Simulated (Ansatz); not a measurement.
## Antimony, A7 rhombohedral: convergence with cold smearing

Computed with Ansatz, LDA, scalar-relativistic PAW, on the relaxed cell (a = 4.291 Å, c = 10.976 Å (c/a = 2.558); spin not included). Errors count from a run at 420 eV on a Γ-centred 15×15×15 mesh with Fermi-Dirac smearing of 0.1 eV, extrapolated to zero width. Fixed here: cutoff 420 eV, mesh 9×9×9. On a gapped cell the program narrows a wide typed smearing by itself. The SCF starts from atomic densities corrected by a trained network.

```tsv
width (eV)	E(σ→0) error (meV/atom)	F error (meV/atom)	P (GPa)	SCF iterations
0.01	-3.5	-3.5	0.11	9
0.1	-3.5	-3.6	0.05	7
0.2	-3.8	-3.8	0.01	7
0.3	-4.3	-3.2	-0.03	7
0.6	-3.5	6.0	-0.22	7
1.0	7.0	28.8	-0.52	7
```

What does the run at 0.03 give (width)?

E(σ→0) error (meV/atom): -3.4; F error (meV/atom): -3.4; P (GPa): 0.10; SCF iterations: 6.
